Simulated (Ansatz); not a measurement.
System: CHO, charge 1, singlet. CHO+ (parent SMILES [CH]=O, singlet).
B3LYP-D3(BJ)/def2-TZVP minimum from Ansatz (a first-principles code):
```
C
O 1 1.1014
H 1 1.0964 2 180.00
```
Charge +1, spin multiplicity 1.

Total energies in aug-cc-pVTZ, 10 correlated electrons, 2 frozen orbitals. Radicals and triplets start from unrestricted determinants; spin-orbit coupling is neglected. Cores are frozen in correlated methods. No relativity.

```csv
method,program,energy (Eh),minus CCSDT(Q) (mEh)
HF,Ansatz,-113.01196,386.44
MP2,Ansatz,-113.37958,18.82
CCSD,Ansatz,-113.37983,18.58
CCSD(T),Ansatz,-113.39711,1.30
CCSDT(Q),Ansatz,-113.39840,0.00
```

Rough core times of Ansatz's runs on a shared machine: CCSD(T) under 20 s, CCSDT(Q) 5 min.
